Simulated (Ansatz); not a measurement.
# 1T (CdI2-type) CdI₂

Level of theory: PBE-D3(BJ) in Ansatz (plane waves, PAW).

Cell: relaxed at this level.

| Quantity | Result |
|---|---|
| interlayer binding energy | 14.0 meV/Å² |
| layer repeat distance | 6.824 Å |
| gap between the layers | 3.364 Å |

Spin–orbit coupling is not included.

Computed values are for the static lattice.

Ansatz is a first-principles code.
